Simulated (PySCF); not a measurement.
# NMR data sheet: C5H12O

* Formula: C5H12O
* SMILES: CCCOCC
* InChI: InChI=1S/C5H12O/c1-3-5-6-4-2/h3-5H2,1-2H3
* Point group of the computed structure: Cs
* Degrees of unsaturation: 0
* Carbon signals: 5
* Proton signals: 5

Atom-mapped SMILES (the numbers label the heavy atoms): `[CH3:1][CH2:2][CH2:3][O:4][CH2:5][CH3:6]`. Hydrogens are named by the atom that carries them.

No solvent model, one conformer, relativity neglected, averaged over atoms made equivalent by symmetry, fast rotation or ring inversion. GFN2-xTB structure; shieldings: GIAO PBE0/pcSseg-1; PySCF 2.14.

Scale: $^{1}$H, $^{13}$C vs TMS; $^{17}$O vs H2O (reference shieldings calculated alike).

| carbon | δC, type | δH (multiplicity) | HMBC from (2–3 bonds) | span of the C tensor (ppm) |
| --- | --- | --- | --- | --- |
| C1 | 11.7, CH3 | 0.93 (t) | H(C3), H(C2) | 20 |
| C2 | 27.8, CH2 | 1.72 (m) | H(C3), H(C1) | 27 |
| C3 | 79.1, CH2 | 3.41 (t) | H(C5), H(C2), H(C1) | 89 |
| C5 | 71.4, CH2 | 3.56 (q) | H(C3), H(C6) | 83 |
| C6 | 18.0, CH3 | 1.28 (t) | H(C5) | 32 |

Other nuclei:
```json
{"atoms": "O4", "nucleus": "$^{17}$O", "environment": "ether oxygen", "δ (ppm)": "58.7", "σ (ppm)": "277.4"}
```

- Carbon types of the structure: 3 × CH2, 2 × CH3, which accounts for all hydrogens.
- δC 79.1, 71.4: sp3 CH2 bonded to O; the inductive effect lowers its shielding.
- δC 27.8: sp3 CH2; aliphatic region, no heteroatom directly attached.
- δC 18.0, 11.7: methyl carbon; aliphatic region, no heteroatom directly attached.
- δH 3.56, 3.41: hydrogen on an sp3 CH2 bonded to O; its carbon carries O, which withdraws density.
- δH 1.72: hydrogen on an sp3 CH2.

Shifts are as computed. Against solution values, carbons near 30 ppm lie about +3 ppm off and those near 130 ppm about +5 ppm. Of 1211 compounds with measured shifts, 218 miss one by over three times the rms of a fit or turn the order of signals round; such compounds aren't used in these exercises. Experimental scales use liquid or dissolved standards, which lie at an offset from isolated H2O (liquid H2O: subtract about 36 ppm). Multiplicities follow the n + 1 count of equivalent neighbours, as no J values were calculated; m marks all less simple cases, F and P coupling included.
